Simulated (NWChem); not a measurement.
# Correlation energy of F (-1)

```
F
```
Charge -1, spin multiplicity 1.

The numbers come from NWChem runs, not from measurements.

Basis set: aug-cc-pVDZ. Each correlation energy counts from its own Hartree-Fock reference.

```tsv
method	correlation energy (mHa)	difference from CCSD(T)
MP2	-237.7	+2.7
SCS-MP2	-227.8	+12.5
CCSD	-234.4	+5.9
CCSD+T(CCSD)	-242.3	-1.9
CCSD(T)	-240.4	0.0
CR-CCSD[T]	-241.1	-0.7
CR-CCSD(T)	-239.5	+0.8
CCSDT	-240.7	-0.3
```

The values span 14.4 mHa, from CCSD+T(CCSD) (lowest) to SCS-MP2 (highest). 

The correlated methods keep 1 core orbital frozen. No row is a measurement; the coupled-cluster row has its own basis-set and correlation limits.
